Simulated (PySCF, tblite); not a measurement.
Compound: C4H12P2.
Geometry (GFN2-xTB, Å), atoms numbered from 1 in this order:
```xyz
18
C4H12P2 angstrom
C     -1.4276    0.4962    1.0552
C     -0.9855   -0.2504   -0.1994
C     -2.0646   -0.1935   -1.2764
P      0.5907    0.5145   -0.8739
C      1.8111   -0.2302    0.3201
P      3.5735    0.0051   -0.2287
H     -2.3534    0.0740    1.4424
H     -1.5983    1.5472    0.8275
H     -0.6718    0.4331    1.8363
H     -0.7825   -1.2990    0.0545
H     -2.9892   -0.6370   -0.9105
H     -1.7522   -0.7344   -2.1685
H     -2.2669    0.8388   -1.5565
H      0.7785   -0.4744   -1.8542
H      1.6254   -1.2986    0.4724
H      1.7125    0.2684    1.2905
H      3.3666   -0.3997   -1.5494
H      3.4248    1.3462   -0.5797
```

Computed with wB97X-D/def2-SVPD in PySCF (dipole) on a GFN2-xTB geometry, gas phase.

Masses are those of the commonest isotopes; rigid-rotor values at the optimised geometry. The values belong to one conformer with, in the numbering `[CH3:1][CH:2]([CH3:3])[PH:4][CH2:5][PH2:6]`, C1–C2–P4–C5 78°, C2–P4–C5–P6 168°, P4–C5–P6–H -47° and 45°.

Give the principal moments of inertia and the rotational constants in MHz.

Ia = 91.49, Ib = 535.74, Ic = 584.84 u·Å²; 505379 MHz·u·Å²/I gives A = 5524, B = 943.3, C = 864.1 MHz.

Classify the top.

A near-prolate asymmetric top; Ray's κ = -0.966.

Is it planar, by Δ = Ic − Ia − Ib?

Not planar: Δ = Ic − Ia − Ib = -42.39 u·Å². For a rigid frame Δ = −2 Σ m c², so Σ m c² = 21.20 u·Å² lies off the ab plane: 9.92 from hydrogen and 11.28 from heavier atoms. The atom farthest from that plane is 1.45 Å away.

Give the other two planar moments, Paa and Pbb, and the rms extents of the mass along the axes.

Paa = Σ m a² = (Ib + Ic − Ia)/2 = 514.55 and Pbb = Σ m b² = (Ia + Ic − Ib)/2 = 70.30 u·Å². With the mass M = 122.04 u, the rms extents √(P/M) along a, b and c are 2.05, 0.76, 0.42 Å.

List the rotational levels J(Ka,Kc) to J = 2 (MHz).

Above 0(0,0):
J = 1: 1(0,1) 1807, 1(1,1) 6388, 1(1,0) 6467
J = 2: 2(0,2) 5421, 2(1,2) 9924, 2(1,1) 10161, 2(2,1) 23902, 2(2,0) 23903

Which types of transition are allowed, and where do some lines up to J = 4 fall?

The dipole components are |μa| = 1.41 D, |μb| = 0.40 D, |μc| = 0.94 D. Intensities carry the squares of the components, which stand as 1.00 : 0.08 : 0.44 (a : b : c). Some lines, for components of 0.1 D or more:

| type | branch | J(Ka,Kc) | MHz | lower level (cm⁻¹) |
| --- | --- | --- | --- | --- |
| a | R | 1(0,1) ← 0(0,0) | 1807 | 0.000 |
| a | R | 2(1,1) ← 1(1,0) | 3694 | 0.216 |
| c | Q | 1(1,1) ← 1(0,1) | 4580 | 0.060 |
| b | Q | 1(1,0) ← 1(0,1) | 4660 | 0.060 |
| b | Q | 3(1,2) ← 3(0,3) | 4862 | 0.362 |
| a | R | 3(1,3) ← 2(1,2) | 5303 | 0.331 |
| a | R | 3(2,1) ← 2(2,0) | 5426 | 0.797 |
| c | R | 1(1,0) ← 0(0,0) | 6467 | 0.000 |
| a | R | 4(1,4) ← 3(1,3) | 7069 | 0.508 |
| a | R | 4(2,3) ← 3(2,2) | 7229 | 0.978 |
| b | R | 4(1,4) ← 3(0,3) | 11456 | 0.362 |
| c | Q | 2(2,1) ← 2(1,1) | 13741 | 0.339 |
| b | R | 2(2,0) ← 1(1,1) | 17515 | 0.213 |
| b | R | 3(2,2) ← 2(1,1) | 19164 | 0.339 |
| b | R | 3(2,1) ← 2(1,2) | 19406 | 0.331 |
| b | R | 4(2,2) ← 3(1,3) | 21342 | 0.508 |
| b | Q | 4(3,1) ← 4(2,2) | 23088 | 1.220 |
| b | Q | 4(3,2) ← 4(2,3) | 23103 | 1.219 |
| c | R | 3(3,0) ← 2(2,0) | 28522 | 0.797 |
| c | R | 3(3,1) ← 2(2,1) | 28523 | 0.797 |
| b | Q | 4(4,1) ← 4(3,2) | 32338 | 1.990 |

Estimate the classical rotational partition function at 25 K, 298.15 K and 500 K.

Point group C1, symmetry number σ = 1; q = (√π/σ)·√((kT/h)³/(ABC)), k/h = 20836.6 MHz/K: 9930 at 25 K, 409000 at 298.15 K, 888000 at 500 K.

Its GFN2-xTB frequencies are all real (lowest 50 cm⁻¹). Zero-point vibration and centrifugal distortion are left out. A rigid rotor knows nothing of internal rotation, which can split or shift real lines.
